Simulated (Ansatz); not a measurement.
## Structure relaxation of Si2Sn

All numbers below come from DFT r2SCAN, scalar-relativistic, plane waves, PAW (Ansatz). Cutoff 500 eV, Γ-centred k mesh, Gaussian smearing, no spin polarisation in the final step.

The start puts Si2Sn on the fluorite structure type (Fm-3m, No. 225), with Sn in place of Ca, Si in place of F, at a guessed volume.

```yaml
crystal:
  lattice:
    - [0.00000, 3.00611, 3.00611]
    - [3.00611, 0.00000, 3.00611]
    - [3.00611, 3.00611, 0.00000]
  atoms:
    - { symbol: Si, position: [0.25000, 0.25000, 0.25000] }
    - { symbol: Si, position: [0.75000, 0.75000, 0.75000] }
    - { symbol: Sn, position: [0.00000, 0.00000, 0.00000] }
```

Cell and atoms relax at zero pressure; the relaxation can't lower the symmetry of the start. After a coarse first stage the cell is made exact in the group found at 0.06 Å.

Formation energies are uncorrected and refer to the elements' standard structures at the same level.

Problem. Which crystal results?

Solution. It keeps Fm-3m (No. 225). The result has the fluorite structure. Conventional cell: a = 6.518 Å. Si is coordinated by 4 Sn at 2.82 Å and 6 Si at 3.26 Å; around Sn lie 8 Si at 2.82 Å.

```
Si Sn
1.0
     0.00000    3.25897    3.25897
     3.25897    0.00000    3.25897
     3.25897    3.25897    0.00000
Si Sn
2 1
Cartesian
  1.6295 1.6295 1.6295
  4.8885 4.8885 4.8885
  0.0000 0.0000 0.0000
```

Problem. What are its volume, energy, density and gap?

Solution. The volume per atom is 23.08 Å³, the density is 4.19 g/cm³ and the energy over the elements is 0.90 eV/atom. The gap on the 12×12×12 mesh is 0 eV (a metal).

The final run used a 12×12×12 mesh on its 3-atom cell and 0.10 eV smearing. The k mesh leaves about 4 meV/atom of noise in metals. A structure relaxed within its symmetry needn't be a true minimum.

Cost: 3 runs of about 2.2 core-minutes in all, on Arm Neoverse N1 (shared hosts).